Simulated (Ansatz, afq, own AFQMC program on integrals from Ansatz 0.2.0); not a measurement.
Integrals from Ansatz 0.2.0, then the random walk in our own AFQMC program (afq).

```yaml
crystal:
  periodic: [false, false, false]
  atoms:
    - {symbol: Si, position_ang: [0.000000, 0.000000, 0.000000]}
    - {symbol: Al, position_ang: [0.000000, 0.000000, 1.908000]}
basis:
  gaussian: {orbitals: cc-pVDZ}
magnetization: {spin_polarized: true, initial_magnetization: 3}
correlation: {method: ccsd_t, electrons: outside_noble_gas, hamiltonian_folder: ham}
```

```sh
$ ansatz run in.yaml --threads 1 --pin off --events-out ev --progress --plain --max-ram 24576MiB --backend cuda --devices 0, --max-vram 18GiB
```

Options of the walk:

```
--method phaseless --trial mp1 --walkers 40 --populations 1 --least-time 40 --time-step 0.005 --steps-per-block 50 --equilibration-blocks 24 --max-blocks 240 --target-error 0.00064 --factor-cut 1e-05 --start spin_pure --seed 2091 --release-times 0.2,0.4 --release-step 0.02 --release-every 4 --taylor-order 4
```

Times are imaginary, in 1/Eh. The walk had a cap of 60 s.

afq prints:

```
orbitals 26  electrons 5 2  factors 186 of 367
reference energy -530.69841954 Eh
CCSD correlation -0.12759653 Eh in 12 cycles, weight of the determinant in the CISD state 0.8685
energy of the start -530.799308 Eh
 block  time / (1/Eh)  mean weight  energy / Eh
     1     0.250  0.9995  -530.804004
     2     0.500  1.0006  -530.807958
     3     0.750  0.9995  -530.811752
     4     1.000  0.9988  -530.813671
     5     1.250  0.9987  -530.816210
    10     2.500  0.9998  -530.821000
    31     7.750  1.0007  -530.829889
    56    14.000  1.0006  -530.837704
    71    17.750  0.9998  -530.823221
    81    20.250  0.9997  -530.836698
   101    25.250  1.0011  -530.846730
   106    26.500  1.0005  -530.833155
   131    32.750  1.0000  -530.841135
   156    39.000  0.9996  -530.835183
   181    45.250  0.9993  -530.829629
   206    51.500  0.9994  -530.830610
   211    52.750  1.0003  -530.833097
blocks merged  error / Eh  count
     1  0.000381  190
     2  0.000494  95
     4  0.000609  47
     8  0.000627  23
    16  0.000659  11
released: time / (1/Eh)  energy / Eh  error  mean overlap
  0.20  -530.832541  0.000744  1.0171
  0.40  -530.833196  0.000719  1.0104
energy -530.833482 +/- 0.000627 Eh
(rows thinned)
```

The run passed its tests (sampling time, drift between the halves within three errors, error under three times the target), which doesn't prove that it has relaxed.

Against this walk (error 17.1 meV) on the same determinant: CCSD(T) 43.4 meV higher, CCSDT(Q) 4.8 meV lower (within the noise), CCSDTQ 5.8 meV lower (within the noise), full CI 6.4 meV lower (within the noise), a separate phaseless walk with a CISD trial and standard settings 14.5 ± 17.5 meV higher (within the noise). The error is statistical and leaves out the bias of the constraint. Released to 0.40 1/Eh the energy moves by 8 ± 26 meV (both errors), within twice the noise.

Cautions: constraint bias not in the error; lower spins were not checked.

The walk took 58 s on 1 × NVIDIA H100 80GB HBM3 with 2 threads of AMD EPYC 7R13 Processor (Zen 3) (shared host) (the card was shared). The log's last line is the phaseless energy.

CCSDT and higher add their correlation energy to the determinant of the CCSD(T) run, since their own runs factorise the integrals more tightly (a shift of under 2 meV). A walk keeps the symmetry of its determinant, which the program's search chose and which needn't be the lowest solution, so a lower state of the same spin and another symmetry isn't excluded.
